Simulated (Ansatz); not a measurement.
Zr₄O (R-3)

Method: Ansatz, DFT PBEsol, scalar-relativistic, plane waves, PAW.

Plane waves to 420 eV, a k mesh through Γ of 6×6×6 on the computed 15-atom cell and Gaussian smearing (0.10 eV); no spin polarisation.

The structure is relaxed at this level of theory with its symmetry kept. Whether it is the stable form of this composition wasn't checked.

Space group R-3:H (No. 148). a = 5.581 Å, b = 5.581 Å, c = 30.846 Å, α = 90.00°, β = 90.00°, γ = 120.00°
| atom | site | symmetry | x | y | z |
| --- | --- | --- | --- | --- | --- |
| Zr | 18f | 1 | 0.6674 | 0.6642 | 0.0410 |
| Zr | 18f | 1 | 0.0070 | 0.3317 | 0.2081 |
| O | 3b | -3. | 0.3333 | 0.6667 | 0.1667 |
| O | 6c | 3. | 0.6667 | 0.3333 | 0.0832 |

(1) Formation energy from the elements' standard states (uncorrected)?

(2) Density of states at the Fermi level?

(3) Löwdin character within 0.5 eV of the Fermi level?

(4) Bulk modulus?

(5) Its pressure derivative?

## Answers

(1) -1.186 eV/atom.

(2) 6.05 states/eV per cell.

(3) Zr 4d 89 %.

(4) 130 GPa.

(5) 3.7.

Cost: 9 runs of about 33 core-minutes in all, on Intel Xeon 6975P-C (Granite Rapids) (shared hosts).